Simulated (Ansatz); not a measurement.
I need the interaction energy of a dimer with the counterpoise correction of H₂O₂, SMILES OO. Use the Python package of Ansatz (0.2.0). Use (for the species named): PBE0, cc-pVDZ basis, multiplicity 1.

```yaml
atoms:
  - { symbol: O, position_ang: [-0.2835, -0.6391, -0.1246] }
  - { symbol: O, position_ang: [0.2818, 0.6402, 0.1260] }
  - { symbol: H, position_ang: [-0.0209, -1.1343, 0.6620] }
  - { symbol: H, position_ang: [0.0226, 1.1333, -0.6634] }
```

`h2o2_dimer.py`:
```python
"""Binding of a H2O2 dimer at a trial geometry."""

import ansatz as az
import numpy as np

FIRST = [
    ("O", (-0.2835, -0.6391, -0.1246)),
    ("O", (0.2818, 0.6402, 0.126)),
    ("H", (-0.0209, -1.1343, 0.662)),
    ("H", (0.0226, 1.1333, -0.6634)),
]
SECOND = [
    ("O", (3.4617, 1.5697, 1.0072)),
    ("O", (3.029, 0.5586, 0.1074)),
    ("H", (3.033, 1.3047, 1.8312)),
    ("H", (3.4544, 0.8272, -0.7173)),
]

def energy(atoms, ghosts=()):
    molecule = az.Crystal.molecule()
    for symbol, xyz in atoms:
        molecule = molecule.atom(symbol, xyz)
    calc = (
        molecule.calculation()
        .basis(gaussian="cc-pVDZ")  # the orbital basis, by name
        .functional("pbe0")
    )
    deck = calc.input()
    if ghosts:
        deck = deck.set(az.key.basis.gaussian.ghost_atoms, [{"symbol": s, "position_ang": list(xyz)} for s, xyz in ghosts])
    return az.Session.from_dict(deck).plan().execute().report["free_energy_ev"]


def main() -> None:
    # ghost atoms carry the functions of the partner
    direction = np.array([0.9377, 0.3078, 0.161])
    print("shift (A)   counterpoise-corrected interaction (kJ/mol)")
    for shift in (-0.3, 0.0, 0.4, 1.0, 2.0):
        moved = [(s, tuple(np.round(np.array(xyz) + shift * direction, 4))) for s, xyz in SECOND]
        gain = energy(FIRST + moved) - energy(FIRST, moved) - energy(moved, FIRST)
        print(f"{shift:8.2f} {96.485332 * gain:14.3f}")


if __name__ == "__main__":
    main()
```

```console
$ python h2o2_dimer.py
shift (A)   counterpoise-corrected interaction (kJ/mol)
   -0.30         29.800
    0.00         13.752
    0.40          5.385
    1.00          1.837
    2.00          0.717
```

Caveats:
- The dimer is a generated trial pose of unrelaxed monomers, not a minimum, so the figure is no binding energy, and the basis set is small.
- This level lacks the dispersion part of the attraction (electrostatics and induction are there), which can decide the sign where the interaction is weak.
- Timing: 17 s on 1 thread of Arm Neoverse V2 (shared host), peak memory 0.2 GiB.
